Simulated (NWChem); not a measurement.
# BF2 (SMILES F[B]F): UB3LYP-D2/6-311++G(2d,2p)

Aim: the vertical electron affinity of BF2 at UB3LYP-D2/6-311++G(2d,2p), from 2 runs. 

The results are computed with NWChem 7.3.0.

## (1) The molecule

BF2: 3 atoms, total charge 0, spin state doublet. As SMILES, `F[B]F`. The coordinates come from a PBE0-D4/def2-TZVP relaxation.

Bond lengths: F1–B2 1.306 Å, B2–F3 1.306 Å. Angles: F1–B2–F3 121.1°.

## (2) Energy and one-electron properties at UB3LYP-D2/6-311++G(2d,2p)

File calc.nw:

```
start calc
memory stack 880 mb heap 220 mb global 1100 mb

geometry units angstrom noautosym nocenter noautoz
F        0.513100      -1.044300       0.160000
B        0.279000       0.240500       0.181300
F       -0.802900       0.738900      -0.354600
end

basis spherical
* library "6-311++G(2d,2p)"
end

dft
xc b3lyp
mult 2
disp vdw 2
grid fine
convergence energy 1e-06
maxiter 150
mulliken
end

property
dipole
mulliken
moldenfile
molden_norm janpa
end

task dft property
```

Started as:

```console
$ nwchem calc.nw > calc.out
```

The log of the run:

```text
[...]
          Wavefunction type:  spin polarized.
          No. of atoms     :     3
          No. of electrons :    23
[...]
          Charge           :     0
          Spin multiplicity:     2
[...]
          AO basis - number of functions:    81
[...]
              XC Information
              --------------
                         B3LYP Method XC Potential
                     Hartree-Fock (Exact) Exchange  0.200
                        Slater Exchange Functional  0.800 local
                    Becke 1988 Exchange Functional  0.720 non-local
              Lee-Yang-Parr Correlation Functional  0.810
                  VWN I RPA Correlation Functional  0.190 local
[...]
 d= 0,ls=0.0,diis     1   -224.5601704730 -2.80D+02  1.22D-02  2.25D-01     0.7
[...]
 d= 0,ls=0.0,diis     8   -224.6522572816 -5.45D-09  5.62D-07  1.20D-08     4.4
[...]
         Total DFT energy =     -224.652257281637
      One electron energy =     -421.071887015899
           Coulomb energy =      166.139563964151
    Exchange-Corr. energy =      -25.022023153251
 Nuclear repulsion energy =       55.302288303504
    Dispersion correction =       -0.000199380142
[...]
      Total Density - Mulliken Population Analysis
     ---------------------------------------------
    Atom       Charge   Shell Charges
 -----------   ------   -------------------------------------------------------
    1 F    9     9.26   1.08  0.92  1.19  1.09  2.36  0.89  1.71 -0.06  0.08  0.00  0.01
    2 B    5     4.47   1.13  0.86  0.45  0.62  0.64  0.32  0.25  0.05  0.01  0.09  0.06
    3 F    9     9.26   1.08  0.92  1.19  1.09  2.36  0.89  1.71 -0.06  0.08  0.00  0.01
[...]
      <S2> =      0.7514 (Exact =     0.7500)
[...]
   Dipole moment        0.3261101384 Debye(s)
             DMX        0.2155846997 DMXEFC        0.0000000000
             DMY        0.1995245802 DMYEFC        0.0000000000
             DMZ        0.1416368648 DMZEFC        0.0000000000
   -EFC- dipole         0.0000000000 DEBYE(S)
   Total dipole         0.3261101384 DEBYE(S)
[...]
```

Run time: 5.1 s. Hardware: 1 thread of Intel Xeon 6975P-C (Granite Rapids), shared host; peak memory 0.11 GiB.

Atomic charges (e):

| atom | Mulliken | Löwdin |
| --- | --- | --- |
| F1 | -0.263 | +0.060 |
| B2 | +0.526 | -0.110 |
| F3 | -0.263 | +0.060 |

## (3) The singlet anion at the same level

File bf2.nw:

```
start bf2
title "BF2 properties"
memory 2200 mb
charge -1
geometry units angstrom noautosym nocenter noautoz
  F        0.513100      -1.044300       0.160000
  B        0.279000       0.240500       0.181300
  F       -0.802900       0.738900      -0.354600
end
basis spherical
  F library "6-311++G(2d,2p)"
  B library "6-311++G(2d,2p)"
end
dft
  xc b3lyp
  mult 1
  disp vdw 2
  grid fine
  convergence energy 1e-06
  iterations 150
  mulliken
end
property
  dipole
  mulliken
  moldenfile
  molden_norm janpa
end
task dft property
```

Started as:

```console
$ nwchem bf2.nw > bf2.out
```

The log of the run:

```text
[...]
          Wavefunction type:  closed shell.
          No. of atoms     :     3
          No. of electrons :    24
[...]
          Charge           :    -1
          Spin multiplicity:     1
[...]
          AO basis - number of functions:    81
[...]
              XC Information
              --------------
                         B3LYP Method XC Potential
                     Hartree-Fock (Exact) Exchange  0.200
                        Slater Exchange Functional  0.800 local
                    Becke 1988 Exchange Functional  0.720 non-local
              Lee-Yang-Parr Correlation Functional  0.810
                  VWN I RPA Correlation Functional  0.190 local
[...]
 d= 0,ls=0.0,diis     1   -224.4747366708 -2.80D+02  3.80D-02  3.12D+00     0.5
[...]
 d= 0,ls=0.0,diis     9   -224.6807650121 -7.09D-08  4.08D-06  4.98D-10     3.4
         Total DFT energy =     -224.680765012119
      One electron energy =     -426.630725357419
           Coulomb energy =      171.849381983178
    Exchange-Corr. energy =      -25.201510561240
 Nuclear repulsion energy =       55.302288303504
    Dispersion correction =       -0.000199380142
[...]
      Total Density - Mulliken Population Analysis
     ---------------------------------------------
    Atom       Charge   Shell Charges
 -----------   ------   -------------------------------------------------------
    1 F    9     9.15   1.08  0.92  1.19  1.09  2.37  0.88  1.74 -0.23  0.11  0.00  0.01
    2 B    5     5.71   1.13  0.85  0.44  0.64  0.60  0.86  0.23  0.81  0.04  0.09  0.02
    3 F    9     9.15   1.08  0.92  1.19  1.09  2.37  0.88  1.74 -0.23  0.11  0.00  0.01
[...]
   Dipole moment        4.1816425158 Debye(s)
             DMX       -2.7617012583 DMXEFC        0.0000000000
             DMY       -2.5621211145 DMYEFC        0.0000000000
             DMZ       -1.8151241514 DMZEFC        0.0000000000
   -EFC- dipole         0.0000000000 DEBYE(S)
   Total dipole         4.1816425158 DEBYE(S)
[...]
```

It took 4.2 s on 1 thread of Intel Xeon 6975P-C (Granite Rapids), shared host; peak memory 0.21 GiB.

Atomic charges (e):

| atom | Mulliken | Löwdin |
| --- | --- | --- |
| F1 | -0.146 | -0.060 |
| B2 | -0.708 | -0.880 |
| F3 | -0.146 | -0.060 |

## (4) What came out

Level: UB3LYP-D2/6-311++G(2d,2p).

| quantity | value |
| --- | --- |
| doublet BF2: total energy | -224.65226 Eh |
| doublet BF2: dipole moment | 0.33 D |
| doublet BF2: HOMO energy (highest over α and β) | -7.05 eV |
| doublet BF2: LUMO energy (lowest over α and β) | -2.91 eV |
| doublet BF2: dispersion energy | -0.52 kJ/mol |
| doublet BF2: ⟨S²⟩ | 0.751 |
| singlet anion: total energy | -224.68077 Eh |
| singlet anion: HOMO energy | 1.15 eV |
| singlet anion: LUMO energy | 4.24 eV |
| singlet anion: HOMO–LUMO gap (to an unbound level, set by the basis) | 3.09 eV |
| singlet anion: dispersion energy | -0.52 kJ/mol |
| vertical electron affinity (to the singlet anion) | 0.776 eV |

**Reading.** At fixed nuclei the extra electron is bound by 0.78 eV (17.9 kcal/mol). Mulliken charges (doublet BF2) run from -0.26 on F3 to +0.53 on B2; in a basis this large or diffuse they mean little. The HOMO (singlet anion) lies at positive energy, 1.15 eV; only total energies tell whether the electron is bound.
